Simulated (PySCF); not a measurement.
Bond length, frequency and bond energy of AlS⁺ by level of theory

State: ³Π (triplet), unpaired electrons σ ↑, π ↑. Set-up: Al 6-311G(d,p), S 6-311G(d,p); no relativity (PySCF 2.14). De refers to Al⁺ + S in their high-spin ground configurations, without counterpoise correction. The functionals are run spin-unrestricted. A positive dipole points towards S; it is taken about the centre of mass and depends on that origin.

```json
{"Level": "UHF", "Re (Å)": "2.174", "ωe (cm⁻¹)": "447", "De (eV)": "0.211", "μ (D)": "-5.38", "CPU s a point (SCF and correlation, without the integrals)": "0.17"}
{"Level": "UHF-MP2", "Re (Å)": "2.163", "ωe (cm⁻¹)": "501", "De (eV)": "0.63", "μ (D)": "n/a", "CPU s a point (SCF and correlation, without the integrals)": "0.26"}
{"Level": "UHF-SCS-MP2", "Re (Å)": "2.173", "ωe (cm⁻¹)": "481", "De (eV)": "0.479", "μ (D)": "n/a", "CPU s a point (SCF and correlation, without the integrals)": "n/a"}
{"Level": "UHF-CCSD", "Re (Å)": "2.195", "ωe (cm⁻¹)": "419", "De (eV)": "0.446", "μ (D)": "n/a", "CPU s a point (SCF and correlation, without the integrals)": "n/a"}
{"Level": "UHF-CCSD(T)", "Re (Å)": "2.195", "ωe (cm⁻¹)": "437", "De (eV)": "0.56", "μ (D)": "n/a", "CPU s a point (SCF and correlation, without the integrals)": "2"}
{"Level": "PBE", "Re (Å)": "2.207", "ωe (cm⁻¹)": "444", "De (eV)": "1.17", "μ (D)": "-4.43", "CPU s a point (SCF and correlation, without the integrals)": "0.6"}
{"Level": "revPBE", "Re (Å)": "2.214", "ωe (cm⁻¹)": "439", "De (eV)": "1.06", "μ (D)": "-4.51", "CPU s a point (SCF and correlation, without the integrals)": "0.44"}
{"Level": "r²SCAN", "Re (Å)": "2.175", "ωe (cm⁻¹)": "483", "De (eV)": "1.31", "μ (D)": "-4.69", "CPU s a point (SCF and correlation, without the integrals)": "0.92"}
{"Level": "TPSSh", "Re (Å)": "2.187", "ωe (cm⁻¹)": "466", "De (eV)": "1.13", "μ (D)": "-4.62", "CPU s a point (SCF and correlation, without the integrals)": "1.1"}
{"Level": "PBE0", "Re (Å)": "2.183", "ωe (cm⁻¹)": "463", "De (eV)": "1.04", "μ (D)": "-4.68", "CPU s a point (SCF and correlation, without the integrals)": "0.91"}
{"Level": "B97-3", "Re (Å)": "2.191", "ωe (cm⁻¹)": "457", "De (eV)": "0.96", "μ (D)": "-4.66", "CPU s a point (SCF and correlation, without the integrals)": "0.53"}
{"Level": "CAM-B3LYP", "Re (Å)": "2.186", "ωe (cm⁻¹)": "445", "De (eV)": "0.76", "μ (D)": "-4.76", "CPU s a point (SCF and correlation, without the integrals)": "1"}
```

(1) Which functional lies closest to UHF-CCSD(T) in De, which farthest, and by how much do they differ from it?

(2) What does the step from GGA to meta-GGA do here, going from PBE to r²SCAN?

(3) What does second-order correlation do here, going from UHF to UHF-MP2?

Correlated steps freeze 10 core orbitals. For an ion De counts to the pair picked by the measured ionisation energies or electron affinities, which need not be the lowest pair at this level. The state was picked by a PBE0 search and need not be the measured ground state.

The whole job (state search and all levels along the bond) took about 2.1 min on 1 thread of Arm Neoverse V1 (shared host), peak memory 0.67 GiB.

Results:

(1) Closest is CAM-B3LYP (-0.9 pm in Re, +1.8 % in ωe, +0.20 eV in De against UHF-CCSD(T) in the same basis), farthest r²SCAN (-2.0 pm in Re, +10.5 % in ωe, +0.75 eV in De). CCSD(T) converges more slowly with the basis than the functionals do and binds too weakly in this one, so the order can change at the basis-set limit.

(2) r²SCAN less PBE: -3.2 pm in Re, +8.8 % in ωe, +0.14 eV in De. 

(3) UHF-MP2 less UHF: -1.1 pm in Re, +12.1 % in ωe, +0.42 eV in De. Correlation nearly always deepens the well. The bond shortens, as in weak, metallic or heavy-atom bonds, where dispersion and the correlation of outer-core electrons pull the atoms together.
